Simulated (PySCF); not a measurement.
These 6 structures share the formula C5H5Cl. The calculation used PBE0-D3(BJ)/def2-SVP geometry optimisation, gas phase in PySCF 2.14.0. One conformer each; no zero-point energy, no entropy. No frequencies were run at this level. Point groups hold within 0.08 Å.

Task: Rank from lowest to highest electronic energy at this level (kcal/mol).
A. `CC1=CC/1=C\Cl`
B. `[CH2:1]=[C:2]1[CH:3]=[C:4]1[CH2:5][Cl:6]` with C3–C4–C5–Cl6 0°
C. `C1(C(/C=1)=C/C)Cl`
D. `C=CC#CCCl`
E. `[CH:1]#[C:2]/[CH:3]=[CH:4]\[CH2:5][Cl:6]` with C3–C4–C5–Cl6 -120°
F. `CC1=CC/1=C/Cl`

Result: D (0.0), E (0.0), F (7.7), A (8.0), B (12.5), C (14.4).

As drawn, the lowest has a C≡C bond, which the highest lacks; the highest has a three-membered ring, which the lowest lacks. Neighbours under 2.5 kcal/mol apart (C=CC#CCCl and C#C/C=C\CCl; CC1=CC/1=C/Cl and CC1=CC/1=C\Cl; C=C1C=C1CCl and C/C=C1C=C\1Cl) can change places with a better method, another conformer or zero-point energy. CC1=CC/1=C/Cl and CC1=CC/1=C\Cl are stereoisomers, 0.3 kcal/mol apart in the conformers taken.

```json
{"SMILES": "C=CC#CCCl", "E (Eh)": "-652.98111", "E rel (kcal/mol)": "0.0", "dipole (D)": "1.90", "point group": "Cs", "A, B, C (MHz)": "15967, 927.1, 881.1"}
{"SMILES": "C#C/C=C\\CCl", "E (Eh)": "-652.98103", "E rel (kcal/mol)": "0.0", "dipole (D)": "1.68", "point group": "C1", "A, B, C (MHz)": "6648, 1354, 1203"}
{"SMILES": "CC1=CC/1=C/Cl", "E (Eh)": "-652.96886", "E rel (kcal/mol)": "7.7", "dipole (D)": "3.64", "point group": "Cs", "A, B, C (MHz)": "5762, 1716, 1333"}
{"SMILES": "CC1=CC/1=C\\Cl", "E (Eh)": "-652.96841", "E rel (kcal/mol)": "8.0", "dipole (D)": "4.23", "point group": "Cs", "A, B, C (MHz)": "12027, 1250, 1140"}
{"SMILES": "C=C1C=C1CCl", "E (Eh)": "-652.96118", "E rel (kcal/mol)": "12.5", "dipole (D)": "0.62", "point group": "Cs", "A, B, C (MHz)": "11747, 1306, 1184"}
{"SMILES": "C/C=C1C=C\\1Cl", "E (Eh)": "-652.95812", "E rel (kcal/mol)": "14.4", "dipole (D)": "1.30", "point group": "Cs", "A, B, C (MHz)": "10805, 1283, 1155"}
```

Task: As an exercise, what shares would exp(−E/RT) give at 500 K from these electronic energies alone (no entropy, no degeneracies)?

Result: RT = 0.994 kcal/mol: C=CC#CCCl 51.2 %, C#C/C=C\CCl 48.7 %, CC1=CC/1=C/Cl under 0.1 %, CC1=CC/1=C\Cl under 0.1 %, C=C1C=C1CCl under 0.1 %, C/C=C1C=C\1Cl under 0.1 %.
